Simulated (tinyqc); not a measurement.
Inside a calculation. Method: extended Hueckel theory, for SiH3. One step of it, computed by the program tinyqc.

Question. Mulliken analysis. P = C n C^T; charge = valence electrons (H 1, Si 4) minus the sum of (P S)_ii on the atom; overlap population = 2 sum P_ij S_ij between two atoms.

coefficients:
```
,MO1,MO2,MO3,MO4,MO5,MO6,MO7
1Si 3s,0.627855,0.000000,0.000022,0.023660,0.002422,0.000000,1.236809
1Si 3px,0.000002,0.000000,0.397649,-0.000001,1.257376,0.000000,-0.002773
1Si 3py,0.000000,0.397661,0.000000,0.000000,0.000000,1.257792,0.000000
1Si 3pz,0.000213,0.000000,0.000002,0.999555,-0.000078,0.000000,-0.040263
2H 1s,0.253960,0.000000,0.578132,-0.008520,-0.935115,0.000000,-0.726685
3H 1s,0.254075,0.500541,-0.288934,-0.008519,0.465286,-0.808906,-0.730028
4H 1s,0.254075,-0.500541,-0.288934,-0.008519,0.465286,0.808906,-0.730028
```

occupations: 2.000000  2.000000  2.000000  1.000000  0.000000  0.000000  0.000000

overlap S, lower triangle:
```
,1Si 3s,1Si 3px,1Si 3py,1Si 3pz,2H 1s,3H 1s,4H 1s
1Si 3s,1.000000
1Si 3px,0.000000,1.000000
1Si 3py,0.000000,0.000000,1.000000
1Si 3pz,0.000000,0.000000,0.000000,1.000000
2H 1s,0.415041,0.521956,0.000000,-0.011678,1.000000
3H 1s,0.415237,-0.260988,0.452214,-0.011686,0.038430,1.000000
4H 1s,0.415237,-0.260988,-0.452214,-0.011686,0.038430,0.038440,1.000000
```

Give: charges; Overlap populations.

Answer.

charges: 1Si 0.4621, 2H -0.1542, 3H -0.1540, 4H -0.1540

Overlap populations:
```
pair,value
2-1,0.744741
3-1,0.744966
3-2,-0.015753
4-1,0.744966
4-2,-0.015753
4-3,-0.015756
```
